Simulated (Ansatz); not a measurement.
Born–Oppenheimer molecular dynamics of C₂H₆N (9 atoms, charge 0, multiplicity 2). It starts at the highest image of a converged band. Of that band: The profile has 3 maxima (images 1, 3, 5) with wells between them (images 2, 4): this band takes more than one step, which may be the mechanism or a detour left from its start path. Neighbouring images differ by up to 1.5 eV, so the band resolves the path poorly. A vibrational analysis at the climbing image gives one clearly imaginary mode, 2016i cm⁻¹: a first-order saddle point.

Computed with UKS PBE0-D4/def2-SVP (Ansatz 0.2.0).

- ensemble: NVE (velocity Verlet)
- time step: 0.5 fs
- steps asked: 200
- starting velocities drawn for: 300 K
- seed: 12239

First frame:

```xyz
9
Properties=species:S:1:pos:R:3
C -0.438 0.612 -0.547
C 0.724 -0.192 -0.034
N -0.015 -0.559 1.201
H -0.871 0.311 0.738
H -1.099 0.140 -1.283
H -0.334 1.700 -0.630
H 1.611 0.409 0.214
H 1.038 -1.044 -0.656
H -0.527 -1.425 0.980
```

**Question.** How far do the bonds stretch over the last three quarters of this one trajectory? (Pairs bonded in most of those frames.)

**Answer.** 
```json
{"bond": "C1–C2", "mean (Å)": "1.516", "spread (Å)": "0.040", "shortest": "1.44", "longest": "1.59"}
{"bond": "C1–H5", "mean (Å)": "1.107", "spread (Å)": "0.029", "shortest": "1.06", "longest": "1.16"}
{"bond": "C1–H6", "mean (Å)": "1.108", "spread (Å)": "0.020", "shortest": "1.06", "longest": "1.15"}
{"bond": "C2–N3", "mean (Å)": "1.452", "spread (Å)": "0.037", "shortest": "1.41", "longest": "1.54"}
{"bond": "C2–H7", "mean (Å)": "1.111", "spread (Å)": "0.016", "shortest": "1.09", "longest": "1.14"}
{"bond": "C2–H8", "mean (Å)": "1.114", "spread (Å)": "0.028", "shortest": "1.06", "longest": "1.17"}
{"bond": "N3–H4", "mean (Å)": "1.033", "spread (Å)": "0.075", "shortest": "0.91", "longest": "1.15"}
{"bond": "N3–H9", "mean (Å)": "1.024", "spread (Å)": "0.044", "shortest": "0.94", "longest": "1.13"}
```

Mean temperature of the second half: 1014 K. The conserved energy stayed within 0.74 meV per atom of its start (net change -0.24 meV per atom), so the integration is sound. The kinetic energy rose, since the run started high on the potential surface and went downhill. A run of 0.1 ps of so small a system gives no equilibrium averages.

Run time: 4.5 min on 2 threads of Intel(R) Xeon(R) Platinum 8559C (Emerald Rapids), on a shared host, peak memory 0.17 GiB.
